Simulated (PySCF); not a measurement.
How the method changes the constants of NaAl⁺

State: ²Σ⁺ (doublet), unpaired electrons σ ↑. Set-up: basis Na cc-pVDZ, Al cc-pV(D+d)Z; no relativity; PySCF 2.14. De refers to Na⁺ + Al in their high-spin ground configurations, without counterpoise correction. The functionals are run spin-unrestricted. A positive dipole points towards Al; it is taken about the centre of mass and depends on that origin.

```tsv
Level	Re (Å)	ωe (cm⁻¹)	De (eV)	μ (D)	CPU s a point (SCF and correlation, without the integrals)
UHF	3.444	135	0.86	-4.55	0.091
UHF-MP2	3.437	136	0.84	n/a	0.14
UHF-SCS-MP2	3.437	136	0.83	n/a	n/a
UHF-CCSD	3.429	138	0.82	n/a	n/a
UHF-CCSD(T)	3.427	138	0.82	n/a	1.7
PBE	3.419	127	1.04	-3.49	0.41
BP86	3.454	124	0.93	-3.85	0.26
r²SCAN	3.412	133	0.91	-4.21	0.54
PBE0	3.384	134	0.98	-3.84	0.87
M06-2X	3.293	146	0.97	-3.86	0.57
B2PLYP	3.393	135	0.96	-3.94	0.35
```

Task: Which functional lies closest to UHF-CCSD(T) in De, which farthest, and by how much do they differ from it?

Result: Closest is r²SCAN (-1.5 pm in Re, -3.6 % in ωe, +0.09 eV in De against UHF-CCSD(T) in the same basis), farthest PBE (-0.8 pm in Re, -8.0 % in ωe, +0.22 eV in De). CCSD(T) converges more slowly with the basis than the functionals do and binds too weakly in this one, so the order can change at the basis-set limit.

Task: What does a quarter of exact exchange do here, going from PBE to PBE0?

Result: PBE0 less PBE: -3.5 pm in Re, +5.5 % in ωe, -0.06 eV in De. Exact exchange removes part of the self-interaction that spreads semilocal densities, and in most molecules shortens and stiffens the bond and lowers De; so it does here.

Task: What does the step from GGA to meta-GGA do here, going from PBE to r²SCAN?

Result: r²SCAN less PBE: -0.7 pm in Re, +4.7 % in ωe, -0.13 eV in De. 

Correlated steps freeze 6 core orbitals. Correlated levels converge slowly with the basis: in double zeta they bind strong bonds too weakly, by up to about 1 eV, and carry superposition errors of some tenths. For an ion De counts to the pair picked by the measured ionisation energies or electron affinities, which need not be the lowest pair at this level. B2PLYP dipoles, levels and charges come from its SCF part alone. The state was picked by a PBE0 search and need not be the measured ground state.

The whole job (state search and all levels along the bond) took about 1.2 min on 1 thread of Intel Xeon Platinum 8259CL @ 2.50GHz (shared host), peak memory 0.44 GiB.
